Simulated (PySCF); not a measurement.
TPSS single point of singlet PO₂⁺ at its PBE0 minimum.

Input, equivalent to the run apart from its starting density:

```python
from pyscf import gto, scf, dft
mol = gto.M(atom='''
P     -0.000000     0.000000     0.000000
O      0.000000     0.000000     1.429944
O     -0.000000     0.000000    -1.429944''',
    basis={'P': 'def2-TZVP', 'O': 'def2-TZVP'},
    charge=1, spin=0)
mf = dft.RKS(mol, xc='TPSS')
mf.grids.atom_grid = (90, 434)
aux = {'P': 'def2-universal-JKFIT', 'O': 'def2-universal-JKFIT'}
mf = mf.density_fit(auxbasis=aux)
mf.conv_tol = 1e-08
mf.diis_space = 10
mf.max_cycle = 60
mf.verbose = 4
mf.kernel()
```

Excerpt of the output:

```
init E= -491.5244035711
  HOMO = -0.65689849422814  LUMO = -0.500541273185789  gap/eV = 4.25470
cycle= 1 E= -491.526011331641  delta_E= -0.00161  |g|= 0.0657  |ddm|= 0.126
  HOMO = -0.664233811609983  LUMO = -0.496112872311997  gap/eV = 4.57480
cycle= 2 E= -491.518592654571  delta_E= 0.00742  |g|= 0.208  |ddm|= 0.168
  HOMO = -0.656238150820301  LUMO = -0.49613150551226  gap/eV = 4.35672
cycle= 3 E= -491.526981767227  delta_E= -0.00839  |g|= 0.0138  |ddm|= 0.106
  HOMO = -0.657648460879462  LUMO = -0.498196078772786  gap/eV = 4.33892
cycle= 4 E= -491.527026458153  delta_E= -4.47e-05  |g|= 0.00249  |ddm|= 0.0124
  HOMO = -0.657309892381863  LUMO = -0.497944027643484  gap/eV = 4.33657
cycle= 5 E= -491.527027551029  delta_E= -1.09e-06  |g|= 0.000207  |ddm|= 0.00117
  HOMO = -0.657293649483178  LUMO = -0.497919476726793  gap/eV = 4.33679
cycle= 6 E= -491.527027560602  delta_E= -9.57e-09  |g|= 2.6e-05  |ddm|= 0.000167
  HOMO = -0.657299171441138  LUMO = -0.497921719014911  gap/eV = 4.33688
Extra cycle  E= -491.527027559588  delta_E= 1.01e-09  |g|= 7.75e-05  |ddm|= 5.48e-05
converged SCF energy = -491.527027559588
```

This run, together with those of the ionised and electron-attached species (not shown), took 10 s on 2 threads of a shared Arm Neoverse V2 host, with 99 basis functions; the process peaked at 0.87 GiB.
